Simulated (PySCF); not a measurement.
C₆H₉ (doublet state).
Structure used (GFN2-xTB), in Å, numbered top down from 1:
```xyz
15
C6H9 angstrom
C     -1.962   -0.749    0.035
C     -0.940   -0.604   -1.009
C      0.219    0.232   -0.442
C      0.007    1.717   -0.428
C      1.284   -0.344    0.023
C      2.342   -0.953    0.463
H     -2.680    0.030    0.207
H     -1.855   -1.508    0.785
H     -0.549   -1.577   -1.311
H     -1.335   -0.080   -1.883
H     -0.114    2.087   -1.446
H      0.855    2.222    0.030
H     -0.894    1.964    0.131
H      3.192   -1.151   -0.172
H      2.426   -1.276    1.489
```

The hyperfine couplings belong to this conformer and change with its torsions.

Identity: `C(C)(C[CH2])=C=C` [radical].

Theory: UKS B3LYP, pcH-1 on C H, non-relativistic, mean-field spin-orbit, GIAO in PySCF 2.14.0. Isolated species at its GFN2-xTB geometry (one conformer only). Couplings are sensitive to structure, and on GFN2-xTB geometries they can be far from those on DFT ones. No stability test was run, so a lower SCF solution isn't excluded.

The largest Mulliken spin populations are on C1 (+1.06) and C2 (-0.08). No atom but C1 exceeds +0.15. The positive populations add up to 1.17 and the negative ones to -0.17, together 2S = 1. The angles at C1 add up to 358.3°, so it is nearly planar; its axial dipolar tensor and the negative couplings of its protons fit spin in a p orbital normal to that plane.

Problem. Find Q in a(H) = Q·ρ(C) for the protons on the planar carbons that carry spin.

Solution. 
| H | C | ρ(C) | a(H) (G) | a/ρ (G) |
| --- | --- | --- | --- | --- |
| H7 | C1 | +1.060 | -21.65 | -20.4 |
| H8 | C1 | +1.060 | -21.14 | -19.9 |

These protons share one ρ (within 0.01), so their mean ratio, Q = -20.2 G, is no test of linearity. In McConnell's picture π spin on carbon polarises the C–H bond and leaves opposite spin at the proton, which makes Q negative, as found here.

Problem. List the C–H protons on four-coordinate carbons next to a three-coordinate spin centre, with their couplings and θ (C–H bond against the normal to the plane of the centre's neighbours, projected along the bond that joins the two).

Solution. 
| β H | on | centre | θ (°) | cos²θ | a (G) |
| --- | --- | --- | --- | --- | --- |
| H9 | C2 | C1 | 61 | 0.23 | +11.81 |
| H10 | C2 | C1 | 61 | 0.23 | +10.84 |

Couplings in gauss use g_iso = 2.0026.

Time: 35 s of wall time (with the writing of density and orbital grids); peak memory 0.87 GiB. Hardware: one thread of an Arm Neoverse V2, no GPU, shared host with 96 logical CPUs at a one-minute load of 52.
